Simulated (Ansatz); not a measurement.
A made-up structure of CH4NSi (charge +1), singlet:

```csv
atom,x (Å),y (Å),z (Å)
C1,-1.1878,0.2539,-0.7646
N2,-0.1538,0.0325,-0.0989
Si3,1.1781,-0.2523,0.7581
H4,-1.1266,0.6835,-1.7678
H5,-2.1757,0.0230,-0.3579
H6,0.1242,-0.7379,-0.7068
H7,1.8069,-1.5689,0.6054
```

It is relaxed with PBE-D4/def2-SVP and then PBE0-D4/def2-TZVP (Ansatz 0.2.0). Atoms count as bonded within 1.22 times the sum of their covalent radii (H–H: 0.88 Å). The end point is not checked to be a true minimum.

Problem. Does its bonding change? (A judgement: the text doesn't fix the answer.)

Solution. By the calculation: No: no bond forms or breaks.

Where it ends: The first stage lowers the energy by 2.84 eV in 17 steps. It ends as CH₄NSi ([CH2][NH][SiH]), total charge +1:
```csv
atom,x (Å),y (Å),z (Å)
C1,-1.1671,0.2103,-0.7639
N2,-0.0203,-0.2900,-0.5144
Si3,0.5469,-0.6724,1.2682
H4,-1.4849,0.4245,-1.7826
H5,-1.8412,0.4265,0.0640
H6,0.5747,-0.4749,-1.3216
H7,1.8572,-1.1902,0.7179
```

Labels in which every atom is bracketed show which atoms are joined, not bond orders.

For scale, one of the runs: PBE0-D4/def2-TZVP relaxation, 123 basis functions, launched by `ansatz run in.yaml --threads 2 --pin off --events-out ev --progress --plain --max-ram 4352MiB`. The run took about 18 s on 2 CPU threads of an Arm Neoverse V2 (shared host).
